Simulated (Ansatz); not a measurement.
# C2H4 (ethylene): where methods fail along a bond

C2H4 has 6 atoms, charge 0, and is taken as a singlet. As SMILES, `C=C`. The shape is that of a PBE0-D4/def2-TZVP optimisation.

```xyz
6

C    -0.0874   -0.6399   -0.1428
C     0.0875    0.6399    0.1428
H     0.0320   -1.4127    0.6089
H    -0.3574   -0.9691   -1.1405
H    -0.0321    1.4127   -0.6089
H     0.3575    0.9691    1.1405
```

The C2–H5 distance is scanned; the parts on either side stay rigid. Basis STO-3G, 2 core orbitals frozen in the correlated methods; program Ansatz 0.2.0. FCI is exact within this basis and core. Energies in eV from each method's value at 1.085 Å; methods without a U are spin-restricted. The shape above is that at 1.085 Å.

```
distance (Å)  revPBE  PBE0  wB97X   MP2  CCSDTQ   FCI
       1.085    0.00  0.00   0.00  0.00    0.00  0.00
       1.356    0.82  0.96   0.98  0.95    0.83  0.83
       1.627    2.43  2.77   2.83  2.79    2.43  2.43
       2.169    5.33  6.07   6.33  5.92    4.75  4.75
       2.712    7.04  8.11   8.66  7.15    5.46  5.46
```

Departure from the FCI curve at its largest: revPBE +1.58 eV at 2.71 Å; PBE0 +2.64 eV at 2.71 Å; wB97X +3.20 eV at 2.71 Å; MP2 +1.69 eV at 2.71 Å; CCSDTQ within 0.005 eV. Restricted functionals keep the electrons paired too, and rise too high.
